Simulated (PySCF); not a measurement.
Consider isocyanic acid, `N=C=O` (CHNO). Coordinates in Å; atoms count from 1 in this order:
```
N    -0.6931    0.2703   -0.1622
C     0.4658    0.0447   -0.4268
O     1.5769   -0.0577   -0.7599
H    -1.3292   -0.2426    0.4287
```

These are calculated values, ωB97X-D3(BJ)/ma-def2-TZVP in PySCF (grid level 2) at geometries from PBE0-D3(BJ)/ma-def2-SVP. The prefix ma- adds one diffuse s and one diffuse p function on all atoms but H. Zero-point and thermal terms (298.15 K, 1 bar) come from unscaled PBE0-D3(BJ)/ma-def2-SVP harmonic frequencies, with soft modes damped to free rotors in the entropy.

Question: What are the vertical and the adiabatic ionisation energy for forming the radical cation?

Answer: 11.76 eV vertical and 11.60 eV adiabatic, the latter with zero-point energy.

Question: Where does the unpaired spin of the relaxed radical cation sit?

Answer: N1 (imine nitrogen) 0.82, O3 (carbonyl oxygen) 0.35, C2 (carbonyl-type carbon) -0.15 (intrinsic atomic orbital populations).

Question: How far is −ε(HOMO) from the vertical value by ΔSCF?

Answer: −ε(HOMO) = 11.34 eV, which is 0.42 eV below the ΔSCF value.
